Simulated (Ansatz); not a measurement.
CCSD(T) against full CI for several species

Each species is computed at the geometry given (Å), with frozen cores, in Ansatz 0.2.0: RHF-CCSD(T) for singlets, UHF-CCSD(T) otherwise, and full CI in the same basis. The program picks the determinant by trial CCSD, so it needn't be the lowest Hartree–Fock solution. States: AsH3 A', BO Σ⁺ or Δ, BCl⁺ Π. Cases whose determinant has another symmetry than full CI's state, or whose (Q) step broke down, weren't drawn. No relativity is included.

Task: Judging by size, spin and bonding, rank them by the size of CCSD(T)'s error in total energy against full CI in the same basis, smallest first (an estimate).
A. BCl⁺, doublet, 6-31G: B 0.000 0.000 0.000; Cl 0.000 0.000 5.492
B. AsH₃, singlet, 6-31G: As 0.000 0.000 -0.029; H 1.130 0.013 0.737; H -0.582 0.975 0.728; H -0.560 -0.989 0.727
C. BO, doublet, 6-31G: B 0.000 0.000 0.000; O 0.000 0.000 1.201

Result: A (1.1 meV), B (5.6 meV), C (46.0 meV).

| species | basis | correlated electrons | CCSD(T) − full CI (meV) | CCSDT(Q) − full CI (meV) | unpaired electrons (full CI) | T1 | ⟨S²⟩ of the determinant |
| --- | --- | --- | --- | --- | --- | --- | --- |
| BCl⁺, doublet | 6-31G | 9 | 1.1 | -0.2 | 1.13 | 0.006 | 0.75 |
| AsH3, singlet | 6-31G | 8 | 5.6 | 0.2 | 0.02 | 0.007 | 0.00 |
| BO, doublet | 6-31G | 9 | 46.0 | -7.3 | 1.07 | 0.035 | 0.84 |

Unpaired electrons are Σ n²(2−n)² over natural occupations; an open shell counts its own unpaired electrons too. Frozen cores follow each run's orbitals, which moves totals by a few meV.
